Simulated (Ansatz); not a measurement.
**Multireference treatment of CH4, singlet**

Calculated in Ansatz's Gaussian-basis code. Basis cc-pVDZ, nonrelativistic, 1 orbital frozen in the corrections. State-specific CASSCF; RHF is the lowest restricted (open-shell) Hartree–Fock solution met. No symmetry is imposed, so a solution can break that of the shape. Lower solutions, or ones in other orbitals, may exist.

Geometry:

```xyz
5

C     0.0000    0.0000    0.0000
H     0.6340    0.6340    0.6340
H     0.6340   -0.6340   -0.6340
H    -0.6340    0.6340   -0.6340
H    -0.6340   -0.6340    0.6340
```

Problem. What do CASSCF and its corrections give against RHF in CAS(8,8), and what are the occupations?

Solution. CASSCF -2.231 eV, SC-NEVPT2 -4.408 eV; occupations 1.98, 1.98, 1.98, 1.98, 0.02, 0.02, 0.02, 0.02.
